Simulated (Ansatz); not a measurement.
Relative stability

Two relaxed structures of SiH₃O, doublet (PBE0-D4/def2-TZVP; forces vanish, vibrations not checked).

A:

O1  (-1.394, 0.351, 0.720)
Si2  (0.027, -0.048, -0.033)
H3  (-0.145, -0.265, -1.492)
H4  (0.686, -1.227, 0.586)
H5  (0.827, 1.188, 0.219)
(Å)

B:

```xyz
5
angstrom
O -1.5644 0.3164 0.5171
Si -0.0250 0.0142 -0.0012
H -0.1364 -0.2313 -1.4641
H 0.5542 -1.1823 0.6876
H -1.7050 0.3815 1.4630
```

Computed with Ansatz 0.2.0 (basis: def2-TZVPP); correlated methods freeze the cores; orbitals are unrestricted. B3LYP uses VWN-RPA correlation.

Q: Which structure is lower at CCSD(T), and by how much? (To be estimated.)

A: The calculation gives: B, by 27.38 kcal/mol (electronic energy, against the other). By their contacts, A is SiH₃O ([O][SiH3]) and B is SiH₃O ([OH][SiH2]).

All methods give the same order:

| method | E(B) − E(A) (kcal/mol) |
| --- | --- |
| PBE-D4 | -28.61 |
| r2SCAN-D4 | -26.93 |
| PBE0-D4 | -28.00 |
| B3LYP-D4 | -25.48 |
| wB97M-V | -25.97 |
| HF | -12.73 |
| MP2 | -35.10 |
| CCSD | -26.04 |
| CCSD(T) | -27.38 |

The T1 diagnostic stays at or below 0.021. ⟨S²⟩ of the unrestricted Hartree–Fock references: 0.75 to 0.76 (a pure state has 0.75).

Labels in which every atom is bracketed show which atoms are joined, not bond orders.

For scale, one of the runs: CCSD(T)/def2-TZVPP, 115 basis functions, launched by `ansatz run in.yaml --threads 2 --pin off --events-out ev --progress --plain --max-ram 4352MiB`. Hardware: 2 CPU threads of an Arm Neoverse V2, shared host. Wall time 15 s; peak host memory 0.89 GiB.
